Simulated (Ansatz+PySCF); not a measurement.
Results of a calculation; reference values are marked as such.
This PySCF input gave a total energy of -199.29415 hartree.

```python
from pyscf import gto, scf

mol = gto.M(atom="""
F 0.000000 0.000000 -1.052350
H 0.000000 0.000000 0.000000
F 0.000000 0.000000 1.052350
""", basis='def2-svp', charge=-1, spin=0)
mf = scf.UHF(mol)
mf.kernel()
print(mf.converged, mf.e_tot, mf.spin_square()[0])
```

(1) Write an input for Ansatz with the same method and basis set.

## Answers

(1)

```yaml
crystal:
  periodic: [false, false, false]
  atoms:
    - { symbol: F, position_ang: [0.0, 0.0, -1.05235] }
    - { symbol: H, position_ang: [0.0, 0.0, 0.0] }
    - { symbol: F, position_ang: [0.0, 0.0, 1.05235] }
basis:
  gaussian: { orbitals: def2-SVP }
total_charge: -1
magnetization:
  spin_polarized: true
hamiltonian:
  xc: hf
scf:
  omitted_lower_state_checks: [stability, starts, atomic_configurations, cluster_reference, orbital_swaps, given_window_search, neighbouring_geometries, increment]
```

Ansatz (development build ahead of 0.2.0) gave -199.29415 hartree, 0.00 meV from the first. Caution: no diffuse functions for an anion.
